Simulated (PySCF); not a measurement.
# Which basis set comes closest?

Molecule: (CH3)2CHCHF2, C$_{4}$H$_{8}$F$_{2}$.

Molfile (atoms numbered from 1):
```
C4H8F2
     RDKit          3D

 14 13  0  0  0  0  0  0  0  0999 V2000
    0.2195    1.3455   -0.5636 C   0  0  0  0  0  0  0  0  0  0  0  0
    0.3269   -0.1310   -0.2060 C   0  0  0  0  0  0  0  0  0  0  0  0
   -0.8745   -0.9370   -0.6833 C   0  0  0  0  0  0  0  0  0  0  0  0
    0.5282   -0.2970    1.2860 C   0  0  0  0  0  0  0  0  0  0  0  0
    0.6999   -1.6027    1.6010 F   0  0  0  0  0  0  0  0  0  0  0  0
   -0.5597    0.1430    1.9664 F   0  0  0  0  0  0  0  0  0  0  0  0
   -0.6728    1.7928   -0.0996 H   0  0  0  0  0  0  0  0  0  0  0  0
    1.0989    1.9148   -0.2229 H   0  0  0  0  0  0  0  0  0  0  0  0
    0.1379    1.4766   -1.6524 H   0  0  0  0  0  0  0  0  0  0  0  0
    1.2411   -0.5451   -0.6672 H   0  0  0  0  0  0  0  0  0  0  0  0
   -0.9869   -0.8545   -1.7742 H   0  0  0  0  0  0  0  0  0  0  0  0
   -1.7993   -0.5669   -0.2155 H   0  0  0  0  0  0  0  0  0  0  0  0
   -0.7652   -2.0002   -0.4271 H   0  0  0  0  0  0  0  0  0  0  0  0
    1.4061    0.2616    1.6597 H   0  0  0  0  0  0  0  0  0  0  0  0
  1  2  1  0
  2  3  1  0
  2  4  1  0
  4  5  1  0
  4  6  1  0
  1  7  1  0
  1  8  1  0
  1  9  1  0
  2 10  1  0
  3 11  1  0
  3 12  1  0
  3 13  1  0
  4 14  1  0
M  END
```

Geometry PBE0-D3(BJ)/def2-SVP throughout; GIAO in PySCF 2.14.0 with density-fitted response routines, gas phase, one conformer, non-relativistic; equivalent atoms averaged; functional PBE0.

Reference values (measured; G. Saielli, R. Bini, A. Bagno, Computational 19F NMR. 2. Organic compounds, RSC Adv. 2014, ESI (exp. from Berger-Braun-Kalinowski 1994 and Everett 1995)): δ(F5/F6) = -126.7 ppm vs CFCl3. Computed shifts are taken against CFCl3, calculated as an isolated molecule at each level.

Problem. How do the basis sets STO-3G, 6-31G, pcSseg-0, 6-31G*, def2-SVP, cc-pVDZ, pcSseg-1, 6-311+G(2d,p), aug-cc-pVDZ, def2-TZVP, IGLO-III, cc-pVTZ, pcSseg-2 perform against the reference? Times are CPU seconds on shared hosts with different chips, so compare them loosely.

Solution. 
```csv
basis set,functions,F5/F6,abs. error F,core-s
STO-3G,38,-116.9,9.8,4.8
6-31G,70,-153.9,27.2,9
pcSseg-0,70,-156.5,29.8,7.3
6-31G*,100,-138.5,11.8,13
def2-SVP,124,-125.1,1.6,16
cc-pVDZ,124,-134.7,8.0,13
pcSseg-1,142,-144.8,18.1,11
"6-311+G(2d,p)",210,-144.9,18.2,35
aug-cc-pVDZ,210,-134.9,8.2,27
def2-TZVP,234,-140.6,13.9,43
IGLO-III,290,-143.1,16.4,49
cc-pVTZ,292,-138.9,12.2,44
pcSseg-2,328,-142.5,15.8,61
```

For 19F the closest is def2-SVP (1.6 ppm) and the furthest pcSseg-0 (29.8 ppm). Where a smaller basis beats a larger one, errors probably cancel; the largest sets show where the functional converges. One molecule is a small sample, and vibrational and solvent effects are absent from the calculation.

A small basis that lands close on one nucleus may do so by chance; judge by the trend and by all nuclei.
